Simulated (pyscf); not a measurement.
Structures and frequencies: ωB97X-D3(BJ)/def2-SVP in PySCF.

Q: Estimate the classical barrier height and the reaction energy of H₂N–SiH₂–F + HF → H₂N–SiH(F)–F + H₂ at r²SCAN/def2-TZVP. The step runs on the singlet surface, breaks H–Si, F–H and forms F–Si, H–H; take the separated reactants as zero.

A: ΔE‡ = 16.6 kcal/mol, ΔE = -35.3 kcal/mol. ωB97M-D3(BJ)/def2-TZVP gives 21.3 kcal/mol and -33.2 kcal/mol. Zero-point energy shifts the barrier by +0.5 kcal/mol. It is a four-centre exchange, with an imaginary mode of 1021i cm⁻¹. On the reactant side the descent ends in a bound adduct (not fully relaxed), 8.3 kcal/mol under the separated species and 30.0 kcal/mol under the saddle at ωB97X-D3(BJ)/def2-TZVP. The same reactants have a lower exit, to F–SiH₂–F + NH₃ (barrier +3.0 kcal/mol at ωB97M-D3(BJ)/def2-TZVP, against +21.3 kcal/mol here). This is the saddle that the search found; another between the same sides may lie lower.
